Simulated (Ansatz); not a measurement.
# SiH3 (silyl radical) at UHF/cc-pVTZ

What is the energy change on altering one bond length of SiH3 (silyl radical) at UHF/cc-pVTZ? 

Program for the calculation: Ansatz 0.2.0.

30 further runs of the same task are left out: 30 set aside as unsound or not needed.

**1. The structure to begin with**

SiH3: 4 atoms, total charge 0, spin state doublet. As SMILES, `[SiH3]`. The shape is that of a PBE0-D4/def2-TZVP optimisation.

Bond lengths: Si1–H2 1.486 Å, Si1–H3 1.486 Å, Si1–H4 1.486 Å. Angles: H2–Si1–H3 111.2°, H2–Si1–H4 111.2°, H3–Si1–H4 111.2°.

**2. A single-point energy at UHF/cc-pVTZ**

File run.yaml:

```yaml
crystal:
  periodic: [false, false, false]
  atoms:
    - {symbol: Si, position_ang: [0.293780, -0.026900, -0.164030]}
    - {symbol: H, position_ang: [0.559150, 0.665300, 1.123900]}
    - {symbol: H, position_ang: [-0.224040, -1.401650, 0.060130]}
    - {symbol: H, position_ang: [-0.628890, 0.763250, -1.019990]}
basis:
  gaussian: {orbitals: cc-pVTZ}
magnetization: {spin_polarized: true, initial_magnetization: 1}
output: {orbitals: {seedname: orbitals}}
hamiltonian: {xc: hf}
accuracy: high
```

Launch:

```bash
$ ansatz run run.yaml --threads 1 --pin off --max-ram 3480MiB --events-out events.jsonl --progress --plain --runs-dir runs
```

Log:

```text
Warning: RAYON_NUM_THREADS=1 ignored (pool sized by the plan → 1); use --threads N
Functional definition: HF
  name "HF"
  exchange = exact_x
  correlation = 0
1241 factors; integrals over basis functions are off by at most 3.3e-9 eV
mean field evaluation 1: about -7907.9930 eV, gradient 7.1e0 eV
mean field evaluation 2: about -7907.9959 eV, gradient 7.2e0 eV
mean field evaluation 4: about -7908.7167 eV, gradient 6.2e-1 eV
mean field evaluation 8: about -7908.7252 eV, gradient 1.9e-3 eV
mean field -7908.72523735 eV, -290.6402917461 hartree, gradient 7.6e-8 eV, S^2 0.755019; 0 other end points of the search recorded, 0 dependent functions left out
reference -7908.72523735 eV, -290.6402917461 hartree; 9, 8 occupied and 67, 68 virtual orbitals, 1241 factors
Total energy: -7908.72523735 eV, -290.6402917461 hartree
```

It took 0.95 s on 1 thread of Arm Neoverse V2, shared host; peak memory 0.15 GiB.

**3. The distorted shape, same level**

File input.yaml:

```yaml
crystal:
  periodic: [false, false, false]
  atoms:
    - {symbol: Si, position_ang: [0.449142, 0.385566, -0.231285]}
    - {symbol: H, position_ang: [0.714512, 1.077766, 1.056645]}
    - {symbol: H, position_ang: [-0.224040, -1.401650, 0.060130]}
    - {symbol: H, position_ang: [-0.473528, 1.175716, -1.087245]}
basis:
  gaussian: {orbitals: cc-pVTZ}
magnetization: {spin_polarized: true, initial_magnetization: 1}
hamiltonian: {xc: hf}
accuracy: high
output: {orbitals: {seedname: orbitals}}
```

Launch:

```bash
$ ansatz run input.yaml --threads 1 --pin off --max-ram 3480MiB --events-out events.jsonl --progress --plain --runs-dir runs
```

Log:

```text
Warning: RAYON_NUM_THREADS=1 ignored (pool sized by the plan → 1); use --threads N
[... 4 set-up lines as earlier in the session ...]
1230 factors; integrals over basis functions are off by at most 3.3e-9 eV
mean field evaluation 1: about -7906.8856 eV, gradient 7.0e0 eV
mean field evaluation 2: about -7906.8870 eV, gradient 7.0e0 eV
mean field evaluation 4: about -7907.6177 eV, gradient 6.9e-1 eV
mean field evaluation 8: about -7907.6265 eV, gradient 2.0e-3 eV
mean field -7907.62653348 eV, -290.5999151235 hartree, gradient 5.6e-8 eV, S^2 0.754921; 0 other end points of the search recorded, 0 dependent functions left out
reference -7907.62653348 eV, -290.5999151235 hartree; 9, 8 occupied and 67, 68 virtual orbitals, 1230 factors
Total energy: -7907.62653348 eV, -290.5999151235 hartree
```

Wall time 0.99 s (1 thread of Arm Neoverse V2, shared host); peak memory 0.15 GiB.

**4. Outcome**

Level: UHF/cc-pVTZ.

| quantity | value |
| --- | --- |
| first shape: total energy | -290.64029 Eh |
| first shape: HOMO energy (highest over α and β) | -9.18 eV |
| first shape: LUMO energy (lowest over α and β) | 1.24 eV |
| first shape: ⟨S²⟩ | 0.755 |
| distorted shape: total energy | -290.59992 Eh |
| distorted shape: HOMO energy (highest over α and β) | -9.35 eV |
| distorted shape: LUMO energy (lowest over α and β) | 0.94 eV |
| distorted shape: ⟨S²⟩ | 0.755 |
| energy change with the Si1–H3 bond stretched from 1.486 to 1.932 Å | 1.099 eV |

**Reading.** With the Si1–H3 bond stretched from 1.486 to 1.932 Å the energy rises by 1.10 eV (106 kJ/mol). The first shape isn't relaxed at this level, so the change isn't measured from a minimum.
